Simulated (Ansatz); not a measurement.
Ansatz (a quantum-chemistry and plane-wave program) input (PBE/6-31G*):

Ansatz 0.2 input:
```yaml
crystal:
  periodic: [false, false, false]
  atoms:
    - {symbol: Na, position_ang: [-0.00000000, -0.00000000, -1.52722632]}
    - {symbol: Na, position_ang: [0.00000000, 0.00000000, 1.52722632]}
basis:
  gaussian:
    orbitals: 6-31G*
hamiltonian:
  xc: {name: PBE}
relax: {f_tol: 0.003, max_steps: 120}
```

Task: What final total energy does it give?

Result: -324.32594 Eh.
